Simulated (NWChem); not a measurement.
Species: Na cation

Computed with NWChem.

**Question.** Taking PBE0/def2-QZVP as the yardstick, which of these has the fewest basis functions while keeping “highest occupied level (eV)” within 0.2 eV of it: PBE0/def2-TZVPD; PBE0/def2-TZVPP; PBE0/def2-SVP; PBE0/def2-SVPD; PBE0/def2-TZVP; PBE0/STO-3G?

**Answer.** PBE0/def2-SVP.
| level | basis functions | highest occupied level (eV) |
|---|---|---|
| PBE0/STO-3G | 9 | -39.08 |
| PBE0/def2-SVP | 15 | -39.83 |
| PBE0/def2-SVPD | 18 | -39.89 |
| PBE0/def2-TZVP | 32 | -39.77 |
| PBE0/def2-TZVPP | 32 | -39.77 |
| PBE0/def2-TZVPD | 35 | -39.77 |
| PBE0/def2-QZVP | 46 | -39.87 |

The yardstick is one finite set, not the basis-set limit.
